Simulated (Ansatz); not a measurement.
Cubic perovskite BaTiO3 (cubic high-temperature phase), treated with LDA (plane waves, PAW; Ansatz, a quantum-chemistry and plane-wave program).

Numerical settings: plane-wave cutoff 520 eV, 6×6×6 k mesh, perturbation theory, no spin polarisation, scalar-relativistic PAW data made under PBE.

Computed at the level's own relaxed cell.

BaTiO$_{3}$ is modelled in the cubic space group Pm-3m (No. 221), the cubic perovskite structure, Pearson symbol cP5. Lattice parameters: a = 3.9347 Å, b = 3.9347 Å, c = 3.9347 Å, α = 90.00°, β = 90.00°, γ = 90.00°. Ba on 1a has 12 O at 2.782 Å (cuboctahedral). Ti on 1b is surrounded by 6 O at 1.967 Å (octahedral). O on 3c is surrounded by 2 Ti at 1.967 Å and 4 Ba at 2.782 Å (octahedral). (Neighbours: up to the widest gap in distance over summed covalent radii, below 1.35, at either atom; cation-cation and far metal-metal contacts left out.)

Harmonic phonon frequencies (cm⁻¹; i marks an imaginary mode; at Γ without the LO shift):

| q point | frequencies |
|---|---|
| Γ | 160i 160i 160i 0 0 0 181 181 181 282 282 282 479 479 479 |
| X | 110i 110i 113 113 157 204 204 287 328 339 339 446 446 530 679 |
| M | 72i 112 113 113 209 287 287 353 353 369 424 449 449 473 736 |

Imaginary modes appear, so the structure is dynamically unstable at this level.

Note: the relaxation could not lower the start's symmetry, so the cell can be a saddle point above a distorted one; the run finds an imaginary mode (160i cm⁻¹), so the cell is a saddle point at this level.
